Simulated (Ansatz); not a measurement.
The input, for Ansatz 0.2.0:

```yaml
crystal:
  periodic: [false, false, false]
  atoms:
    - {symbol: P, position_ang: [-0.131922, 0.000000, 1.106074]}
    - {symbol: P, position_ang: [0.131922, 0.000000, -1.106074]}
    - {symbol: H, position_ang: [0.834303, -1.022760, 1.311716]}
    - {symbol: H, position_ang: [0.834305, 1.022759, 1.311716]}
    - {symbol: H, position_ang: [-0.834305, -1.022759, -1.311716]}
    - {symbol: H, position_ang: [-0.834303, 1.022760, -1.311716]}
basis:
  gaussian: {orbitals: cc-pVDZ, fitting: {mean_field: def2-universal-jkfit}}
magnetization: {spin_polarized: true, initial_magnetization: 2}
correlation: {method: mp2, electrons: valence}
accuracy: high
```

```sh
$ ansatz run in.yaml --threads 1 --pin off --events-out ev --progress --plain --max-ram 2393MiB
```

(1) Roughly how long does this take on 1 thread of Intel Xeon, shared host, and how much host memory?

```
328 factors; integrals over basis functions are off by at most 3.9e-1 eV
mean field evaluation 1: about -18601.1565 eV, gradient 8.9e0 eV
mean field evaluation 2: about -18602.1436 eV, gradient 3.4e0 eV
mean field evaluation 4: about -18602.4449 eV, gradient 6.8e-1 eV
mean field evaluation 8: about -18602.4696 eV, gradient 8.6e-9 eV
mean field evaluation 16: about -18602.4675 eV, gradient 1.6e-1 eV
mean field -18602.46961917 eV, -683.6281492975 hartree, gradient 8.5e-9 eV, S^2 2.017724; 4 other end points of the search recorded, 0 dependent functions left out
10 core orbitals not correlated: weight in the atoms' cores, before any rotation towards them, 1.000 or more for the frozen orbitals, at most 0.000 for the correlated occupied ones
reference -18602.46961917 eV, -683.6281492975 hartree; 8, 6 occupied and 38, 40 virtual orbitals, 328 factors
second order -6.55657153 eV of doubles, -0.00000000 eV of singles
Total energy: -18609.02619070 eV, -683.8690988572 hartree
```

Results:

(1) 2.1 s wall and 0.21 GiB.
